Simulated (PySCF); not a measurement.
# Partial charges of `O=N/C=C/Cl`

Species: C₂H₂ClNO.
Z-matrix (Å and degrees, GFN2-xTB geometry), rows numbered from 1:
```
O 
N   1  1.2208
C   2  1.3660  1  121.83
C   3  1.3508  2  121.46  1   -33.70
Cl  4  1.6920  3  123.91  2  -163.21
H   3  1.0796  2  114.22  1   160.41
H   4  1.0827  3  120.35  2    10.40
```

Density: PBE0/pcSseg-1 (PySCF); schemes: Mulliken, IAO, Hirshfeld and ESP-fitted. Isolated species at its GFN2-xTB geometry (one conformer only).

Question: For which atoms does the sign change between the 4 schemes (beyond +0.03 e in one, beyond −0.03 e in another)?

Answer: N2 and C3. Atomic charges aren't observables, and each scheme defines them in its own way.

Question: Do the Mulliken, IAO, Hirshfeld and ESP-fitted schemes agree on where the charge is lowest?

Answer: The schemes don't all agree: Mulliken O1 (-0.268); IAO O1 (-0.273); Hirshfeld O1 (-0.140); ESP-fitted C4 (-0.321).

Question: Tabulate the Mulliken, IAO, Hirshfeld and ESP-fitted charges.

Answer: In e:

```csv
atom,environment,Mulliken,IAO,Hirshfeld,ESP-fitted
O1,nitroso oxygen,-0.268,-0.273,-0.140,-0.162
N2,nitroso nitrogen,+0.010,+0.077,+0.011,-0.194
C3,vinylic carbon bearing nitrogen,+0.069,-0.099,-0.031,+0.366
C4,vinylic C–Cl carbon,-0.101,-0.133,+0.006,-0.321
Cl5,vinyl chlorine,-0.022,+0.053,+0.029,+0.014
H6,vinylic hydrogen,+0.137,+0.183,+0.064,+0.036
H7,vinylic hydrogen,+0.175,+0.192,+0.062,+0.261
```

Mean size of the charges over all atoms: ESP-fitted 0.193 e, IAO 0.144 e, Mulliken 0.112 e, Hirshfeld 0.049 e. Each set sums to the total charge, 0, to within 0.001 e. The ESP scheme is a least-squares fit of atom-centred charges to the potential on four shells outside the van der Waals surface, with the total charge fixed.

Question: How closely do the schemes follow one another over all atoms?

Answer: Correlation coefficient and root-mean-square difference: IAO with Hirshfeld 0.91, 0.105 e; Mulliken with IAO 0.88, 0.077 e; Mulliken with Hirshfeld 0.85, 0.092 e; Mulliken with ESP-fitted 0.66, 0.172 e; IAO with ESP-fitted 0.36, 0.228 e; Hirshfeld with ESP-fitted 0.25, 0.223 e.

Question: How many electrons does the Hirshfeld scheme count on O1?

Answer: Z − q = 8 − (-0.140) = 8.140.
